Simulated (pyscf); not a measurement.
# Four-centre exchange: H₃Sn–O–SnH₃ (SMILES [SnH3][O][SnH3]) + HF (SMILES F) → F–SnH₃ (SMILES [F][SnH3]) + HO–SnH₃ (SMILES [OH][SnH3])

Gas phase, singlet surface, charge 0. Bonds broken: Sn1–O2, F10–H11. Bonds formed: Sn1–F10, O2–H11. PySCF, gas phase, ωB97X-D3(BJ)/def2-SVP geometries.

Transition state (Å):

```xyz
11

Sn    -2.4484     1.0449    -0.0607
O     -0.3873     0.7490     0.3329
Sn     0.8290    -0.5217    -0.6237
H     -2.1262     0.9418    -1.7681
H     -3.4652    -0.2765     0.2893
H     -2.9702     2.6264     0.2715
H      2.0716    -0.8578     0.4877
H     -0.1203    -1.8876    -0.9968
H      1.3536     0.3218    -2.0022
F     -1.7659     0.8873     2.0888
H     -0.7586     0.7460     1.3996
```

One imaginary mode, 429i cm⁻¹; descent along it reached the two sides named, in the forms told below.

| bond | change | reactant side (Å) | saddle | product side |
|---|---|---|---|---|
| Sn1–O2 | breaks | 2.004 | 2.119 | 2.591 |
| F10–H11 | breaks | 0.961 | 1.229 | 1.883 |
| Sn1–F10 | forms | 2.9 | 2.261 | 1.980 |
| O2–H11 | forms | 1.560 | 1.129 | 0.973 |

Electronic energies relative to the separated reactants (kJ/mol):

```json
[
 {"level": "ωB97X-D3(BJ)/def2-TZVP", "barrier": "-17.4", "reaction energy": "-27.8", "reverse barrier": "10.4"},
 {"level": "PBE/def2-TZVP", "barrier": "-26.1", "reaction energy": "-41.8", "reverse barrier": "15.7"},
 {"level": "r²SCAN/def2-TZVP", "barrier": "-28.6", "reaction energy": "-38.2", "reverse barrier": "9.6"},
 {"level": "B3LYP-D3(BJ)/def2-TZVP", "barrier": "-19.8", "reaction energy": "-36.4", "reverse barrier": "16.7"},
 {"level": "PBE0-D3(BJ)/def2-TZVP", "barrier": "-21.0", "reaction energy": "-33.2", "reverse barrier": "12.2"},
 {"level": "M06-2X/def2-TZVP", "barrier": "-24.5", "reaction energy": "-33.0", "reverse barrier": "8.5"},
 {"level": "ωB97M-D3(BJ)/def2-TZVP", "barrier": "-15.7", "reaction energy": "-38.3", "reverse barrier": "22.6"},
 {"level": "HF/def2-TZVP", "barrier": "30.7", "reaction energy": "-42.0", "reverse barrier": "72.7"}
]
```

With ωB97M-D3(BJ)/def2-TZVP energies and thermal terms (ideal gas, 1 atm, RRHO with modes under 100 cm⁻¹ raised to 100, one conformer, R ln 2 for chiral ones without a mode under 150 cm⁻¹), in kJ/mol:

| T (K) | ΔH‡ | ΔG‡ | ΔH | ΔG |
|---|---|---|---|---|
| 298 | -18.5 | 26.4 | -37.5 | -41.8 |
| 600 | -20.5 | 72.9 | -40.0 | -45.1 |
| 900 | -20.1 | 119.5 | -41.8 | -47.3 |
| 1200 | -18.6 | 165.9 | -43.3 | -48.9 |

On the reactant side the descent ends in a bound adduct, 52.2 kJ/mol under the separated species and 34.9 kJ/mol under the saddle at ωB97X-D3(BJ)/def2-TZVP. On the product side the descent ends in a bound adduct (not fully relaxed), 37.2 kJ/mol under the separated species and 47.6 kJ/mol under the saddle at ωB97X-D3(BJ)/def2-TZVP. At ωB97X-D3(BJ)/def2-TZVP, PBE, r²SCAN, B3LYP-D3(BJ), PBE0-D3(BJ), M06-2X, ωB97M-D3(BJ) the saddle lies under the separated reactants, which points to a path from their complex (located at ωB97X-D3(BJ) alone). H₃Sn–O–SnH₃ lies 38.1 kJ/mol over its isomer HO–SnH₂–SnH₃ (electronic energy, ωB97M-D3(BJ)/def2-TZVP). One saddle was located; it need not be the lowest between these sides. Elements past Kr carry the def2 core potentials, without spin-orbit coupling.
